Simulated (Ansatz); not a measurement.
Species: CF₃, charge 0, multiplicity 2. It need not be the lowest isomer of its formula. 
Geometry from a B3LYP-D3(BJ)/def2-TZVP (Ansatz, a quantum-chemistry and plane-wave program) optimisation:
SMILES: F[C](F)F
```xyz
4

C      0.0017    -0.0026     0.3251
F     -0.0171     1.2604    -0.0619
F      1.0990    -0.6148    -0.0830
F     -1.0831    -0.6438    -0.0717
```
Charge 0, spin multiplicity 2.

Give the harmonic wavenumbers at B3LYP-D3(BJ)/def2-TZVP (Ansatz, finite differences of forces, unscaled).

504, 504, 696, 1077, 1239, 1239 cm⁻¹. Zero-point energy 7.5 kcal/mol.

From these and the geometry, give the ideal-gas thermochemistry at 298.15 K and 1 atm (rigid rotor, harmonic oscillator).

Point group C3v, rotational symmetry number 3. Rotational constants 10.8, 10.8, 5.585 GHz. S(trans) 38.61, S(rot) 21.53, S(vib) 1.75, S(elec, spin only) 1.38, S 63.3 cal/(mol K). H(298) - H(0) 2.75 kcal/mol; G - E(el) -8.6 kcal/mol.
